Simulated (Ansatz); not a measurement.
This script makes vertical spin-state energies of C3H6O2, SMILES O=CCCO with Ansatz 0.2.0 through its Python package.

`c3h6o2.py`
```python
'''Gap between spin states of C3H6O2 at one geometry.'''

from dataclasses import dataclass

import ansatz as az
from rdkit import Chem
from rdkit.Chem import AllChem


@dataclass
class Settings:
    basis_set: str = 'cc-pVDZ'
    functional: str = 'pbe'
    vdw: str = 'd3bj'


opts = Settings()

# start geometry from RDKit
rd = Chem.AddHs(Chem.MolFromSmiles('O=CCCO'))
AllChem.EmbedMolecule(rd, randomSeed=839)
AllChem.UFFOptimizeMolecule(rd)
system = az.Crystal.molecule()
for atom, xyz in zip(rd.GetAtoms(), rd.GetConformer().GetPositions()):
    system = system.atom(atom.GetSymbol(), xyz.round(5).tolist())

setup = system.calculation()
setup = setup.basis(gaussian=opts.basis_set).functional(opts.functional, dispersion=opts.vdw)
found = {}
for unpaired in [0, 2]:
    data = setup.spin('collinear', total=unpaired).run().report
    s = unpaired / 2
    found[unpaired] = data['free_energy_ev']
    print(f'2S+1 = {unpaired + 1}: E = {found[unpaired]:.5f} eV, <S^2> = {abs(data["mean_field"]["state"]["spin_squared"]):.3f} (pure state {s * (s + 1):.2f})')
lowest = min(found, key=found.get)
for unpaired, e in found.items():
    print(f'multiplicity {unpaired + 1}: {96.485332 * (e - found[lowest]):.1f} kJ/mol above the lowest')
```

Which spin state is lowest at this geometry, and how far above lie the others?

In order: multiplicity 1 (+0.00 eV) and multiplicity 3 (+3.38 eV), all at the one geometry.

The run itself:

```console
$ python c3h6o2.py
2S+1 = 1: E = -7293.98594 eV, <S^2> = 0.000 (pure state 0.00)
2S+1 = 3: E = -7290.60549 eV, <S^2> = 2.003 (pure state 2.00)
multiplicity 1: 0.0 kJ/mol above the lowest
multiplicity 3: 326.2 kJ/mol above the lowest
```

Caveats:
- These settings explore the input space; basis and method may be short of convergence.
- The geometry is a force-field or estimated start, not a minimum of this method, and the basis set is short of its limit. All parts are taken at fixed geometry, without zero-point energy.
- It ran for 18 s on 1 thread of Arm Neoverse N1, with other jobs on the host, peak memory 0.28 GiB.
